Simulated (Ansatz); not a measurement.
```yaml
crystal:
  periodic: [false, false, false]
  atoms:
    - {symbol: O, position_ang: [-1.353955, 0.324884, 0.448947]}
    - {symbol: C, position_ang: [-0.004233, 0.326395, 0.267332]}
    - {symbol: C, position_ang: [0.596555, -0.647880, -0.393614]}
    - {symbol: F, position_ang: [-0.006666, -1.653035, -0.981065]}
    - {symbol: F, position_ang: [1.905478, -0.742231, -0.509919]}
    - {symbol: H, position_ang: [-1.678898, 1.226979, 0.395184]}
    - {symbol: H, position_ang: [0.602918, 1.096888, 0.727534]}
basis:
  gaussian: {orbitals: def2-TZVPD}
hamiltonian: {xc: {name: PBEsol}}
scf: {lower_state_search: off}
```

```sh
$ ansatz run in.yaml --threads 2 --pin off --events-out ev --progress --plain --max-ram 4352MiB
```

It prints (some lines left out):

```
Functional definition: PBEsol
1028 factors; their error is unknown
mean field evaluation 1: about -9542.0020 eV, gradient 6.1e1 eV
mean field evaluation 2: about -9520.5579 eV, gradient 1.2e2 eV
mean field evaluation 4: about -9549.1327 eV, gradient 5.9e0 eV
mean field evaluation 8: about -9549.1989 eV, gradient 2.1e-1 eV
mean field evaluation 16: about -9549.1788 eV, gradient 3.6e-4 eV
mean field -9549.17879323 eV, -350.9258479854 hartree, gradient 1.5e-6 eV, S^2 0.000000; 0 other end points of the search recorded, 0 dependent functions left out
reference -9549.17885163 eV, -350.9258501316 hartree; 20, 20 occupied and 192, 192 virtual orbitals, 1028 factors
Total energy: -9549.17885163 eV, -350.9258501316 hartree
Checks for a lower state left out: stability, starts, cluster_reference, orbital_swaps, neighbouring_geometries, increment
```

It took 1.5 s on 2 threads of an Arm Neoverse V1 on a shared host, with 0.38 GiB of host memory at the peak.
